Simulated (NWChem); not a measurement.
System: ammonia (NH3); SMILES N

NWChem input:

```
start job
memory heap 200 mb stack 900 mb global 1100 mb
geometry units angstroms noautosym nocenter noautoz
  N      0.000000     0.000000     0.138852
  H      0.661761     0.661761    -0.266384
  H      0.242221    -0.903982    -0.266384
  H     -0.903982     0.242221    -0.266384
end
basis spherical
  N library 6-31g*
  H library 6-31g*
end
dft
  xc hfexch
  iterations 150
end
property
  shielding 2 1 2
  efieldgrad
end
task dft property
```

Output (shortened):

```
             Northwest Computational Chemistry Package (NWChem) 7.3.0
             --------------------------------------------------------

                             Geometry "geometry" -> ""
                             -------------------------

 Output coordinates in angstroms (scale by  1.889725989 to convert to a.u.)

  No.       Tag          Charge          X              Y              Z
 ---- ---------------- ---------- -------------- -------------- --------------
    1 N                    7.0000     0.00000000     0.00000000     0.13885200
    2 H                    1.0000     0.66176100     0.66176100    -0.26638400
    3 H                    1.0000     0.24222100    -0.90398200    -0.26638400
    4 H                    1.0000    -0.90398200     0.24222100    -0.26638400

 Effective nuclear repulsion energy (a.u.)      11.8759166753

  xc_inp: hfexch multiplicative factor not found.
                              NWChem Property Module
                              ----------------------

  itol2e modified to match energy
  convergence criterion.

                                 NWChem DFT Module
                                 -----------------

 Summary of "ao basis" -> "ao basis" (spherical)
 ------------------------------------------------------------------------------
       Tag                 Description            Shells   Functions and Types
 ---------------- ------------------------------  ------  ---------------------
 N                           6-31g*                  6       14   3s2p1d
 H                           6-31g*                  2        2   2s

  itol2e modified to match energy
  convergence criterion.

            General Information
            -------------------
          SCF calculation type: DFT
          Wavefunction type:  closed shell.
          No. of atoms     :     4
          No. of electrons :    10
           Alpha electrons :     5
            Beta electrons :     5
          Charge           :     0
          Spin multiplicity:     1
          Use of symmetry is: off; symmetry adaption is: off
          Maximum number of iterations: 150
          AO basis - number of functions:    20
                     number of shells:    12
          Convergence on energy requested:  1.00D-07
          Convergence on density requested:  1.00D-05
          Convergence on gradient requested:  5.00D-04

              XC Information
              --------------
                     Hartree-Fock (Exact) Exchange  1.000

      Superposition of Atomic Density Guess
      -------------------------------------

 Sum of atomic energies:         -55.78843586

      Non-variational initial energy
      ------------------------------

 Total energy =     -56.190106
 1-e energy   =     -98.098026
 2-e energy   =      30.032004
 HOMO         =      -0.376019
 LUMO         =       0.123488

   convergence    iter        energy       DeltaE   RMS-Dens  Diis-err
 ---------------- ----- ----------------- --------- --------- ---------
 d= 0,ls=0.0,diis     1    -56.1568277625 -6.80D+01  1.45D-02  2.12D-01
 d= 0,ls=0.0,diis     2    -56.1785338734 -2.17D-02  5.06D-03  3.88D-02
 d= 0,ls=0.0,diis     3    -56.1826598577 -4.13D-03  1.06D-03  1.23D-03
 d= 0,ls=0.0,diis     4    -56.1828523815 -1.93D-04  3.61D-04  3.60D-05
 d= 0,ls=0.0,diis     5    -56.1828616637 -9.28D-06  1.79D-04  2.17D-06
  Resetting Diis
 d= 0,ls=0.0,diis     6    -56.1828626657 -1.00D-06  5.19D-05  1.13D-07
 d= 0,ls=0.0,diis     7    -56.1828627193 -5.36D-08  3.51D-06  1.57D-09

         Total DFT energy =      -56.182862719330
      One electron energy =      -99.447259310147
           Coulomb energy =       39.053759181372
    Exchange-Corr. energy =       -7.665279265904
 Nuclear repulsion energy =       11.875916675348

 Numeric. integr. density =        0.000000000000

                       DFT Final Molecular Orbital Analysis
                       ------------------------------------

 Vector    3  Occ=2.000000D+00  E=-6.181972D-01
              MO Center=  1.4D-01,  1.4D-01, -4.1D-02, r^2= 9.8D-01
   Bfn.  Coefficient  Atom+Function         Bfn.  Coefficient  Atom+Function
  ----- ------------  ---------------      ----- ------------  ---------------
     3      0.332290  1 N  px                 4      0.332290  1 N  py
    15      0.274818  2 H  s                  7      0.198629  1 N  px
     8      0.198629  1 N  py                16      0.171576  2 H  s
    17     -0.137409  3 H  s                 19     -0.137409  4 H  s
    18     -0.085788  3 H  s                 20     -0.085788  4 H  s

 Vector    4  Occ=2.000000D+00  E=-6.181971D-01
              MO Center= -1.4D-01, -1.4D-01, -4.1D-02, r^2= 9.8D-01
   Bfn.  Coefficient  Atom+Function         Bfn.  Coefficient  Atom+Function
  ----- ------------  ---------------      ----- ------------  ---------------
     3      0.332290  1 N  px                 4     -0.332290  1 N  py
    17      0.237999  3 H  s                 19     -0.237999  4 H  s
     7      0.198629  1 N  px                 8     -0.198629  1 N  py
    18      0.148589  3 H  s                 20     -0.148589  4 H  s
    11      0.029364  1 N  d -1              13      0.029364  1 N  d  1

 Vector    5  Occ=2.000000D+00  E=-4.254832D-01
              MO Center=  6.2D-10,  6.2D-10,  2.9D-01, r^2= 8.4D-01
   Bfn.  Coefficient  Atom+Function         Bfn.  Coefficient  Atom+Function
  ----- ------------  ---------------      ----- ------------  ---------------
     5      0.548850  1 N  pz                 9      0.484555  1 N  pz
     6      0.267203  1 N  s                  2      0.157814  1 N  s
    15     -0.069238  2 H  s                 17     -0.069238  3 H  s
    19     -0.069238  4 H  s                  1     -0.065584  1 N  s
    16     -0.048635  2 H  s                 18     -0.048635  3 H  s

 Vector    6  Occ=0.000000D+00  E= 2.206386D-01
              MO Center=  2.6D-07,  2.6D-07, -3.7D-01, r^2= 3.2D+00
   Bfn.  Coefficient  Atom+Function         Bfn.  Coefficient  Atom+Function
  ----- ------------  ---------------      ----- ------------  ---------------
     6      1.807950  1 N  s                 16     -0.940606  2 H  s
    18     -0.940605  3 H  s                 20     -0.940605  4 H  s
     9     -0.508726  1 N  pz                 5     -0.158136  1 N  pz
     1     -0.112808  1 N  s                  2      0.102487  1 N  s
    15     -0.030041  2 H  s                 17     -0.030041  3 H  s

 Vector    7  Occ=0.000000D+00  E= 3.198550D-01
              MO Center=  4.0D-01,  4.0D-01, -3.5D-01, r^2= 2.8D+00
   Bfn.  Coefficient  Atom+Function         Bfn.  Coefficient  Atom+Function
  ----- ------------  ---------------      ----- ------------  ---------------
    16      1.747233  2 H  s                 18     -0.873617  3 H  s
    20     -0.873617  4 H  s                  7     -0.780273  1 N  px
     8     -0.780273  1 N  py                 3     -0.238161  1 N  px
     4     -0.238161  1 N  py                15      0.051456  2 H  s
    17     -0.025728  3 H  s                 19     -0.025728  4 H  s

[...]

          -----------------------------------------
          Chemical Shielding Tensors (GIAO, in ppm)
          -----------------------------------------

                                NWChem CPHF Module
                                ------------------

  scftype          =     RHF
  nclosed          =        5
  nopen            =        0
  variables        =       75
  # of vectors     =        3
  tolerance        = 0.10D-03
  level shift      = 0.00D+00
  max iterations   =       50
  max subspace     =       30

 SCF residual:    2.1439673910485422E-005

Iterative solution of linear equations
  No. of variables       75
  No. of equations        3
  Maximum subspace       30
        Iterations       50
       Convergence  1.0D-04

   iter   nsub   residual    time
   ----  ------  --------  ---------
     1      3    3.78D-01       0.2
     2      6    4.97D-02       0.2
     3      9    3.90D-03       0.2
     4     12    4.73D-04       0.2
     5     15    1.37D-04       0.3
     6     18    1.02D-05       0.3

      Atom:    1  N
        Diamagnetic
    324.2368     -0.0000      0.0000
     -0.0000    324.2368      0.0000
      0.0000      0.0000    310.7087

        Paramagnetic
    -51.4448      0.0000     -0.0000
      0.0000    -51.4448     -0.0000
     -0.0000     -0.0000    -72.2584

        Total Shielding Tensor
    272.7920      0.0000     -0.0000
      0.0000    272.7920     -0.0000
     -0.0000     -0.0000    238.4503

           isotropic =     261.3447
          anisotropy =      17.1709

          Principal Components and Axis System
                 1           2           3
              272.7920    272.7919    238.4503

      1         0.7071     -0.7071      0.0000
      2         0.7071      0.7071      0.0000
      3        -0.0000      0.0000      1.0000

      Atom:    2  H
        Diamagnetic
     32.2835      7.7079     -4.5159
      7.7079     32.2835     -4.5159
     -4.5159     -4.5159     25.5089

        Paramagnetic
      2.5560     -1.0551      1.4265
     -1.0551      2.5560      1.4265
      1.4265      1.4265      2.8904

        Total Shielding Tensor
     34.8396      6.6528     -3.0894
      6.6528     34.8396     -3.0894
     -3.0894     -3.0894     28.3993

           isotropic =      32.6928
          anisotropy =      15.1855

          Principal Components and Axis System
                 1           2           3
               42.8165     28.1867     27.0753

      1         0.6767      0.7071      0.2051
      2         0.6767     -0.7071      0.2051
      3        -0.2900      0.0000      0.9570
```

Level: Hartree-Fock/6-31G* (spherical d), GIAO. Coordinates come from a PBE0/def2-SVP optimisation. NWChem prints the field gradient with the sign opposite to the second derivative of the potential. The printed shielding anisotropy is the first printed principal value minus the mean of the other two.
